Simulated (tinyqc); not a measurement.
UKS/B3LYP (VWN-RPA form) in the sto-3g basis, for LiH, spin multiplicity 3, step by step (part 2 of 2). This run ends on a higher stationary point, not on the lowest solution. Computed by tinyqc, a small Python program that keeps every step (integrals from PySCF). Command: `OMP_NUM_THREADS=1 python tinyqc.py 24836 24837 out.jsonl` (the two numbers bound the seeds that draw the settings). One thread of a shared host (Intel(R) Xeon(R) Processor @ 2.60GHz), about 3 s of CPU time with the checks.

Geometry (angstrom):
```
atom       x       y       z
Li    0.0000  0.0000  0.0000
H     0.0000  0.0000  1.5490
```

## Iteration 2: diagonalisation and new density

extrapolated F(alpha) (hartree), order 1Li 1s, 1Li 2s, 1Li 2px, 1Li 2py, 1Li 2pz, 2H 1s:
```
[[-1.8923, -0.5410, 0.0000, 0.0000, -0.0028, -0.1749],
 [-0.5410, -0.2465, 0.0000, 0.0000, -0.0820, -0.2425],
 [0.0000, 0.0000, 0.0310, 0.0350, 0.0000, 0.0000],
 [0.0000, 0.0000, 0.0350, -0.0146, 0.0000, 0.0000],
 [-0.0028, -0.0820, 0.0000, 0.0000, -0.0592, -0.2585],
 [-0.1749, -0.2425, 0.0000, 0.0000, -0.2585, -0.3656]]
```

extrapolated F(beta) (hartree), order 1Li 1s, 1Li 2s, 1Li 2px, 1Li 2py, 1Li 2pz, 2H 1s:
```
[[-1.8836, -0.5373, 0.0000, 0.0000, -0.0038, -0.1741],
 [-0.5373, -0.1805, 0.0000, 0.0000, -0.0411, -0.1486],
 [0.0000, 0.0000, 0.0693, -0.0093, 0.0000, 0.0000],
 [0.0000, 0.0000, -0.0093, 0.0816, 0.0000, 0.0000],
 [-0.0038, -0.0411, 0.0000, 0.0000, 0.0151, -0.1232],
 [-0.1741, -0.1486, 0.0000, 0.0000, -0.1232, -0.0127]]
```

X, order 1Li 1s, 1Li 2s, 1Li 2px, 1Li 2py, 1Li 2pz, 2H 1s:
```
[[1.0230, -0.1278, 0.0000, 0.0000, -0.0033, 0.0032],
 [-0.1278, 1.1185, 0.0000, 0.0000, 0.1216, -0.2930],
 [0.0000, 0.0000, 1.0000, 0.0000, 0.0000, 0.0000],
 [0.0000, 0.0000, 0.0000, 1.0000, 0.0000, 0.0000],
 [-0.0033, 0.1216, 0.0000, 0.0000, 1.1544, -0.3729],
 [0.0032, -0.2930, 0.0000, 0.0000, -0.3729, 1.2489]]
```

Diagonalise F' = X^T F X, C = X C', fill 3 alpha and 1 beta electrons from the bottom; D(s) = C_occ C_occ^T. Each column has its largest component positive (the first on a tie).

F' = X^T F X (alpha) (hartree):
```
[[-1.8440, -0.3014, 0.0000, 0.0000, 0.0060, -0.0406],
 [-0.3014, -0.0749, 0.0000, 0.0000, 0.0216, -0.1662],
 [0.0000, 0.0000, 0.0310, 0.0350, 0.0000, 0.0000],
 [0.0000, 0.0000, 0.0350, -0.0146, 0.0000, 0.0000],
 [0.0060, 0.0216, 0.0000, 0.0000, 0.0882, -0.2358],
 [-0.0406, -0.1662, 0.0000, 0.0000, -0.2358, -0.1998]]
```

orbital energies (alpha) (hartree): [-1.8966, -0.3779, -0.0336, -0.0127, 0.0499, 0.2568]

coefficients C (alpha), order 1Li 1s, 1Li 2s, 1Li 2px, 1Li 2py, 1Li 2pz, 2H 1s:
```
[[0.9867, -0.1360, 0.0000, -0.2515, 0.0000, -0.0870],
 [0.0488, 0.1964, 0.0000, 0.9570, 0.0000, 0.6412],
 [0.0000, 0.0000, -0.4767, 0.0000, 0.8791, 0.0000],
 [0.0000, 0.0000, 0.8791, 0.0000, 0.4767, 0.0000],
 [0.0020, 0.2024, 0.0000, -0.3983, 0.0000, 1.1344],
 [0.0042, 0.7968, 0.0000, -0.2353, 0.0000, -1.0462]]
```

F' = X^T F X (beta) (hartree):
```
[[-1.8347, -0.3052, 0.0000, 0.0000, 0.0023, -0.0501],
 [-0.3052, -0.0217, 0.0000, 0.0000, 0.0386, -0.1643],
 [0.0000, 0.0000, 0.0693, -0.0093, 0.0000, 0.0000],
 [0.0000, 0.0000, -0.0093, 0.0816, 0.0000, 0.0000],
 [0.0023, 0.0386, 0.0000, 0.0000, 0.1236, -0.2117],
 [-0.0501, -0.1643, 0.0000, 0.0000, -0.2117, 0.1808]]
```

orbital energies (beta) (hartree): [-1.8876, -0.1129, 0.0286, 0.0643, 0.0866, 0.4198]

coefficients C (beta), order 1Li 1s, 1Li 2s, 1Li 2px, 1Li 2py, 1Li 2pz, 2H 1s:
```
[[0.9875, -0.1935, -0.2101, 0.0000, 0.0000, 0.0791],
 [0.0472, 0.5183, 0.7981, 0.0000, 0.0000, -0.6783],
 [0.0000, 0.0000, 0.0000, 0.8807, -0.4736, 0.0000],
 [0.0000, 0.0000, 0.0000, 0.4736, 0.8807, 0.0000],
 [0.0025, 0.3935, -0.6065, 0.0000, 0.0000, -0.9817],
 [0.0012, 0.4631, -0.1723, 0.0000, 0.0000, 1.2412]]
```

D(alpha) after iteration 2, order 1Li 1s, 1Li 2s, 1Li 2px, 1Li 2py, 1Li 2pz, 2H 1s:
```
[[0.9921, 0.0214, 0.0000, 0.0000, -0.0255, -0.1042],
 [0.0214, 0.0409, 0.0000, 0.0000, 0.0398, 0.1567],
 [0.0000, 0.0000, 0.2272, -0.4191, 0.0000, 0.0000],
 [0.0000, 0.0000, -0.4191, 0.7728, 0.0000, 0.0000],
 [-0.0255, 0.0398, 0.0000, 0.0000, 0.0410, 0.1613],
 [-0.1042, 0.1567, 0.0000, 0.0000, 0.1613, 0.6349]]
```

D(beta) after iteration 2, order 1Li 1s, 1Li 2s, 1Li 2px, 1Li 2py, 1Li 2pz, 2H 1s:
```
[[0.9751, 0.0466, 0.0000, 0.0000, 0.0024, 0.0012],
 [0.0466, 0.0022, 0.0000, 0.0000, 0.0001, 0.0001],
 [0.0000, 0.0000, 0.0000, 0.0000, 0.0000, 0.0000],
 [0.0000, 0.0000, 0.0000, 0.0000, 0.0000, 0.0000],
 [0.0024, 0.0001, 0.0000, 0.0000, 0.0000, 0.0000],
 [0.0012, 0.0001, 0.0000, 0.0000, 0.0000, 0.0000]]
```

## Iteration 10 (converged): orbitals

converged F(alpha) (hartree), order 1Li 1s, 1Li 2s, 1Li 2px, 1Li 2py, 1Li 2pz, 2H 1s:
```
[[-1.8922, -0.5410, 0.0000, 0.0000, -0.0028, -0.1748],
 [-0.5410, -0.2468, 0.0000, 0.0000, -0.0822, -0.2427],
 [0.0000, 0.0000, 0.0250, 0.0380, 0.0000, 0.0000],
 [0.0000, 0.0000, 0.0380, -0.0090, 0.0000, 0.0000],
 [-0.0028, -0.0822, 0.0000, 0.0000, -0.0592, -0.2587],
 [-0.1748, -0.2427, 0.0000, 0.0000, -0.2587, -0.3661]]
```

converged F(beta) (hartree), order 1Li 1s, 1Li 2s, 1Li 2px, 1Li 2py, 1Li 2pz, 2H 1s:
```
[[-1.8834, -0.5373, 0.0000, 0.0000, -0.0038, -0.1740],
 [-0.5373, -0.1803, 0.0000, 0.0000, -0.0412, -0.1487],
 [0.0000, 0.0000, 0.0714, -0.0099, 0.0000, 0.0000],
 [0.0000, 0.0000, -0.0099, 0.0802, 0.0000, 0.0000],
 [-0.0038, -0.0412, 0.0000, 0.0000, 0.0150, -0.1234],
 [-0.1740, -0.1487, 0.0000, 0.0000, -0.1234, -0.0136]]
```

As before.

F' = X^T F X (alpha) (hartree):
```
[[-1.8439, -0.3014, 0.0000, 0.0000, 0.0061, -0.0406],
 [-0.3014, -0.0751, 0.0000, 0.0000, 0.0214, -0.1663],
 [0.0000, 0.0000, 0.0250, 0.0380, 0.0000, 0.0000],
 [0.0000, 0.0000, 0.0380, -0.0090, 0.0000, 0.0000],
 [0.0061, 0.0214, 0.0000, 0.0000, 0.0882, -0.2359],
 [-0.0406, -0.1663, 0.0000, 0.0000, -0.2359, -0.2002]]
```

orbital energies (alpha) (hartree): [-1.8965, -0.3783, -0.0336, -0.0127, 0.0497, 0.2566]

coefficients C (alpha), order 1Li 1s, 1Li 2s, 1Li 2px, 1Li 2py, 1Li 2pz, 2H 1s:
```
[[0.9867, -0.1360, 0.0000, -0.2515, 0.0000, -0.0869],
 [0.0488, 0.1965, 0.0000, 0.9573, 0.0000, 0.6408],
 [0.0000, 0.0000, -0.5442, 0.0000, 0.8390, 0.0000],
 [0.0000, 0.0000, 0.8390, 0.0000, 0.5442, 0.0000],
 [0.0020, 0.2022, 0.0000, -0.3979, 0.0000, 1.1346],
 [0.0042, 0.7968, 0.0000, -0.2359, 0.0000, -1.0460]]
```

F' = X^T F X (beta) (hartree):
```
[[-1.8345, -0.3053, 0.0000, 0.0000, 0.0023, -0.0501],
 [-0.3053, -0.0215, 0.0000, 0.0000, 0.0386, -0.1643],
 [0.0000, 0.0000, 0.0714, -0.0099, 0.0000, 0.0000],
 [0.0000, 0.0000, -0.0099, 0.0802, 0.0000, 0.0000],
 [0.0023, 0.0386, 0.0000, 0.0000, 0.1236, -0.2117],
 [-0.0501, -0.1643, 0.0000, 0.0000, -0.2117, 0.1799]]
```

orbital energies (beta) (hartree): [-1.8873, -0.1132, 0.0287, 0.0650, 0.0867, 0.4193]

coefficients C (beta), order 1Li 1s, 1Li 2s, 1Li 2px, 1Li 2py, 1Li 2pz, 2H 1s:
```
[[0.9875, -0.1931, -0.2104, 0.0000, 0.0000, 0.0793],
 [0.0472, 0.5164, 0.7990, 0.0000, 0.0000, -0.6787],
 [0.0000, 0.0000, 0.0000, 0.8392, -0.5438, 0.0000],
 [0.0000, 0.0000, 0.0000, 0.5438, 0.8392, 0.0000],
 [0.0025, 0.3935, -0.6058, 0.0000, 0.0000, -0.9822],
 [0.0012, 0.4646, -0.1717, 0.0000, 0.0000, 1.2407]]
```

D(alpha) after iteration 10, order 1Li 1s, 1Li 2s, 1Li 2px, 1Li 2py, 1Li 2pz, 2H 1s:
```
[[0.9921, 0.0214, 0.0000, 0.0000, -0.0255, -0.1043],
 [0.0214, 0.0410, 0.0000, 0.0000, 0.0398, 0.1568],
 [0.0000, 0.0000, 0.2961, -0.4565, 0.0000, 0.0000],
 [0.0000, 0.0000, -0.4565, 0.7039, 0.0000, 0.0000],
 [-0.0255, 0.0398, 0.0000, 0.0000, 0.0409, 0.1611],
 [-0.1043, 0.1568, 0.0000, 0.0000, 0.1611, 0.6350]]
```

D(beta) after iteration 10, order 1Li 1s, 1Li 2s, 1Li 2px, 1Li 2py, 1Li 2pz, 2H 1s:
```
[[0.9751, 0.0466, 0.0000, 0.0000, 0.0024, 0.0012],
 [0.0466, 0.0022, 0.0000, 0.0000, 0.0001, 0.0001],
 [0.0000, 0.0000, 0.0000, 0.0000, 0.0000, 0.0000],
 [0.0000, 0.0000, 0.0000, 0.0000, 0.0000, 0.0000],
 [0.0024, 0.0001, 0.0000, 0.0000, 0.0000, 0.0000],
 [0.0012, 0.0001, 0.0000, 0.0000, 0.0000, 0.0000]]
```

## Convergence

Stop when the energy changes by less than 1e-09 hartree and every element of the error matrix X^T (F D S - S D F) X (for each spin) is below 9e-06.

Course of the cycle:
```
iteration  E (hartree)     change  largest element of the error matrix
1            -7.766057          -                             1.25e-01
2            -7.786402  -2.03e-02                             1.20e-03
3            -7.786410  -8.14e-06                             1.77e-04
4            -7.786411  -7.77e-07                             1.73e-04
5            -7.786411  -7.94e-07                             1.68e-04
6            -7.786421  -9.45e-06                             8.70e-05
7            -7.786424  -3.25e-06                             1.35e-05
8            -7.786424   1.33e-09                             3.23e-06
9            -7.786424  -4.35e-09                             1.89e-07
10           -7.786424  -1.29e-12                             2.32e-09
```

PySCF UKS in the same basis, fine grid, after a stability check = -7.825673 hartree

Converged in 10 iterations. But the solution lies 0.03925 hartree above the reference: it is another stationary point, not the lowest one. Reruns (cap 100 unless said): DIIS 8: converged in 9 to a higher stationary point; damping 0.5: not converged; level shift 0.5: not converged; atomic densities as start, DIIS 8: converged in 7.

## Populations, bond orders and dipole

overlap S, order 1Li 1s, 1Li 2s, 1Li 2px, 1Li 2py, 1Li 2pz, 2H 1s:
```
[[1.0000, 0.2411, 0.0000, 0.0000, 0.0000, 0.0741],
 [0.2411, 1.0000, 0.0000, 0.0000, 0.0000, 0.4080],
 [0.0000, 0.0000, 1.0000, 0.0000, 0.0000, 0.0000],
 [0.0000, 0.0000, 0.0000, 1.0000, 0.0000, 0.0000],
 [0.0000, 0.0000, 0.0000, 0.0000, 1.0000, 0.5221],
 [0.0741, 0.4080, 0.0000, 0.0000, 0.5221, 1.0000]]
```

Mulliken: Z minus the diagonal of D S on the atom; Loewdin: the same with S^(1/2) D S^(1/2); Mayer order: 2 sum_s sum (D(s) S)_ij (D(s) S)_ji over the two atoms.

Charges (e):
```
atom  Mulliken  Loewdin  Mulliken spin
1Li    -0.2245  -0.2902         1.2248
2H      0.2245   0.2902         0.7752
```

Mayer bond orders:
```
pair   order
2-1   0.3486
```

dipole moment about the origin, x y z (debye): [0.0000, 0.0000, 0.4694]

<S^2> of the determinant (pure state: 2) = 2.0000
